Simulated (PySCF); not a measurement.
**SF5 with other numerical set-ups**

Which parts of the numerical set-up matter for SF5? Each run edits the base script.

Computed with PySCF 2.14.0. Level: each script names its method and basis.

## (1) The system as given

SF5: 6 atoms, charge 0, spin multiplicity 2.

Bond lengths: S1–F2 1.669 Å, S1–F3 1.669 Å, S1–F4 1.669 Å, S1–F5 1.618 Å, S1–F6 1.669 Å. Angles: F2–S1–F3 177.1°, F2–S1–F4 90.0°, F2–S1–F5 91.5°, F2–S1–F6 90.0°, F3–S1–F4 90.0°, F3–S1–F5 91.5°, F3–S1–F6 90.0°, F4–S1–F5 91.5°, F4–S1–F6 177.1°, F5–S1–F6 91.5°.

## (2) The run that the others are compared with

File input.py:

```python
from pyscf import gto, scf, mp

mol = gto.M(
    atom='S 0.1078 -0.1879 0; F 0.129 -0.2246 1.6686; F 0.129 -0.2246 -1.6686; F 1.576 0.6061 0; F -0.6976 1.2152 0; F -1.3181 -1.0553 0',
    basis='lanl2dz',
    ecp={'S': 'lanl2dz'},
    charge=0,
    spin=1,
    verbose=3,
)
mf = scf.UHF(mol)
mf.kernel()
mp.MP2(mf, frozen=5).kernel()
mf.dip_moment()
print('orbital energies (hartree):', [e[max(0, n-3):n+3].round(4) for e, n in zip(mf.mo_energy, mol.nelec)])
```

The run is started by

```console
$ OMP_NUM_THREADS=1 python input.py
```

Its log is not repeated here.

It gives: E(SCF) = -506.730172 Eh, E(MP2) − E(SCF) = -0.68165 Eh, ⟨S²⟩ = 0.797, μ = 1.03 D (of the SCF density).

## (3) Density fitting auto

Variant 1 changes density fitting: none → auto.

File input.py:

```python
from pyscf import gto, scf, mp

mol = gto.M(
    atom='S 0.1078 -0.1879 0; F 0.129 -0.2246 1.6686; F 0.129 -0.2246 -1.6686; F 1.576 0.6061 0; F -0.6976 1.2152 0; F -1.3181 -1.0553 0',
    basis='lanl2dz',
    ecp={'S': 'lanl2dz'},
    charge=0,
    spin=1,
    verbose=3,
)
mf = scf.UHF(mol)
mf = mf.density_fit()
mf.kernel()
mp.MP2(mf, frozen=5).kernel()
mf.dip_moment()
print('orbital energies (hartree):', [e[max(0, n-3):n+3].round(4) for e, n in zip(mf.mo_energy, mol.nelec)])
```

The run is started by

```console
$ OMP_NUM_THREADS=1 python input.py
```

## (4) Cartesian functions on

Variant 2 changes Cartesian functions: off → on.

Changes to input.py since step 2:

```diff
@@ -8,2 +8,3 @@
     spin=1,
+    cart=True,
     verbose=3,
```

## (5) Pcseg-1 (core potential off)

Variant 3 changes basis set: lanl2dz → pcseg-1; core potential: on → off; frozen orbitals: 5 → 10. The core potential changes with it: totals don't compare.

File input.py:

```python
from pyscf import gto, scf, mp

mol = gto.M(
    atom='S 0.1078 -0.1879 0; F 0.129 -0.2246 1.6686; F 0.129 -0.2246 -1.6686; F 1.576 0.6061 0; F -0.6976 1.2152 0; F -1.3181 -1.0553 0',
    basis='pcseg-1',
    charge=0,
    spin=1,
    verbose=3,
)
mf = scf.UHF(mol)
mf.kernel()
mp.MP2(mf, frozen=10).kernel()
mf.dip_moment()
print('orbital energies (hartree):', [e[max(0, n-3):n+3].round(4) for e, n in zip(mf.mo_energy, mol.nelec)])
```

Q: Predict the outcome of this session. Wanted: for each run, E(SCF); from base; gap, α spin; SCF dipole; after the SCF.

The runs gave:

| run | E(SCF) (hartree) | from base (eV) | gap, α spin (eV) | SCF dipole (D) | functions | after the SCF |
| --- | --- | --- | --- | --- | --- | --- |
| base | -506.730172 | 0 | n/a | 1.03 | 53 | MP2 correlation -18.549 eV, core frozen |
| density fitting auto | -506.724890 | +0.1437 | n/a | 1.03 | 53 | MP2 correlation -18.530 eV, core frozen |
| Cartesian functions on | -506.730172 | 0.0000 | n/a | 1.03 | n/a | MP2 correlation -18.549 eV, core frozen |
| pcseg-1 (core potential off) | -894.319957 | not comparable | 17.32 | 0.87 | 88 | MP2 correlation -30.072 eV, core frozen |

With Cartesian functions on the SCF ends at the base energy.
